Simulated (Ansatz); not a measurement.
Ansatz (an electronic-structure program) input (CCSD(T)/6-31G):

Ansatz 0.2 input:
```yaml
crystal:
  periodic: [false, false, false]
  atoms:
    - {symbol: C, position_ang: [-1.20822218, -0.14697636, -0.13555230]}
    - {symbol: C, position_ang: [0.18225778, 0.00356720, 0.02923127]}
    - {symbol: C, position_ang: [1.40777216, 0.15861700, 0.16390502]}
    - {symbol: H, position_ang: [-1.45787510, -0.96896555, -0.81442730]}
    - {symbol: H, position_ang: [-1.56493239, 0.78362294, -0.63542508]}
    - {symbol: H, position_ang: [-1.73558195, -0.19599924, 0.82275481]}
    - {symbol: H, position_ang: [2.46754283, 0.29009483, 0.28159360]}
basis:
  gaussian:
    orbitals: 6-31G
total_charge: 1
magnetization: {spin_polarized: true, initial_magnetization: 1}
correlation: {method: ccsd_t, electrons: outside_noble_gas}
```

Output:

```
Functional definition: HF
integrals: 0.01 GiB planned
509 factors; integrals over basis functions are off by at most 1.9e-4 eV
mean field: 0.07 GiB planned
mean field evaluation 1: about -3140.6608 eV, gradient 1.7e1 eV
mean field evaluation 2: about -3140.6687 eV, gradient 1.7e1 eV
mean field evaluation 4: about -3142.5772 eV, gradient 2.4e0 eV
mean field evaluation 8: about -3142.6528 eV, gradient 5.3e-2 eV
mean field evaluation 16: about -3142.6243 eV, gradient 8.6e-1 eV
mean field evaluation 32: about -3142.6526 eV, gradient 1.3e-4 eV
mean field evaluation 64: about -3142.5737 eV, gradient 6.8e-1 eV
mean field evaluation 96: about -3133.8647 eV, gradient 1.7e1 eV
mean field evaluation 128: about -3142.6533 eV, gradient 1.8e-2 eV
mean field -3142.65259605 eV, -115.4903527386 hartree, gradient 7.1e-6 eV, S^2 0.771021; 9 other end points of the search recorded, 0 dependent functions left out
determinant -3142.65259605 eV, -115.4903527386 hartree, with singles and doubles -3149.86574657 eV, -115.7554311308 hartree
determinant -3142.56661626 eV, -115.4871930395 hartree, with singles and doubles -3149.75875251 eV, -115.7514991716 hartree
determinant -3142.65259605 eV, -115.4903527386 hartree, with singles and doubles -3149.86529393 eV, -115.7554144967 hartree
determinant -3142.56661626 eV, -115.4871930395 hartree, with singles and doubles -3149.75826206 eV, -115.7514811477 hartree
3 core orbitals not correlated
reference -3142.65259605 eV, -115.4903527386 hartree; 8, 7 occupied and 24, 25 virtual orbitals, 509 factors
second order -6.28671235 eV of doubles, -0.00000000 eV of singles
coupled cluster: 0.09 GiB planned
cycle   1  -7.21269605 eV  change    1.8e-6 eV  update   2.3e-6
coupled cluster: 0.09 GiB planned
perturbative correction -0.19979279 eV, -0.0073422498 hartree
Total energy: -3150.06508490 eV, -115.7627566791 hartree
```
